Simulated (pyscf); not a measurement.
Thermochemistry of product channels of HO–B(Cl)–Cl + BH₃ on the singlet surface, in eV, from ωB97M-D3(BJ)/def2-TZVP energies (ideal gas, 1 atm, RRHO with modes under 100 cm⁻¹ raised to 100, one conformer, R ln 2 for chiral ones without a mode under 150 cm⁻¹). Optimised with ωB97X-D3(BJ)/def2-SVP in PySCF.

| products | ΔE | ΔH(298 K) | ΔG(600 K) | ΔG(900 K) |
|---|---|---|---|---|
| H₂O + H₂B–B(Cl)–Cl | +1.48 | +1.50 | +1.41 | +1.36 |
| H₂B–O–B(Cl)–Cl + H₂ | -0.98 | -1.09 | -0.97 | -0.95 |
| HO–BH–Cl + H₂B–Cl | -0.31 | -0.26 | -0.35 | -0.38 |
| H₂B–OH + Cl–BH–Cl | -0.22 | -0.16 | -0.24 | -0.27 |
| H₂B–B(OH)–Cl + HCl | +0.92 | +0.92 | +0.87 | +0.83 |

These are energies of the channels, which say nothing of barriers.
